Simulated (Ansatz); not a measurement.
**SrAl$_{2}$H$_{2}$: computed properties**

The calculation used Ansatz 0.2.0, DFT r2SCAN, scalar-relativistic, plane waves, PAW.

Settings: cutoff 500 eV, Γ-centred mesh 9×9×8 on the computed 5-atom cell, Gaussian smearing of 0.10 eV; no spin polarisation.

The structure is relaxed at this level of theory with its symmetry kept. Whether it is the stable form of this composition wasn't checked.

```cif
data_structure
_symmetry_space_group_name_H-M 'P-3m1'
_symmetry_Int_Tables_number 164
_cell_length_a 4.5212
_cell_length_b 4.5212
_cell_length_c 4.7671
_cell_angle_alpha 90.000
_cell_angle_beta 90.000
_cell_angle_gamma 120.000
_cell_volume 84.39
loop_
_atom_site_label
_atom_site_type_symbol
_atom_site_symmetry_multiplicity
_atom_site_Wyckoff_symbol
_atom_site_fract_x
_atom_site_fract_y
_atom_site_fract_z
_atom_site_occupancy
Sr1 Sr 1 a 0.00000 0.00000 0.00000 1
Al1 Al 2 d 0.33333 0.66667 0.45922 1
H1 H 2 d 0.33333 0.66667 0.10292 1
```

- Space group: P-3m1 (No. 164)
- Volume per atom: 16.88 Å³
- Formation energy from the elements' standard states (uncorrected): -0.373 eV/atom
- Generalised Kohn–Sham band gap: none (metal)
- Density of states at the Fermi level: 0.16 states/eV per cell (so small that it hangs on the mesh: a semimetal, or crossings between mesh points)
- Löwdin character within 0.5 eV of the Fermi level: Al 3p 70 %, H 1s 7 %, unprojected 18 %
- Bulk modulus: 42 GPa
- Its pressure derivative: 3.2
- Bader charges (e): Sr (1 in the cell) 1.46, Al (2 in the cell) 0.10, H (2 in the cell) -0.83

Cost: 6 runs of about 9.8 core-minutes in all, on Intel Xeon Platinum 8259CL (Skylake/Cascade Lake) (shared hosts).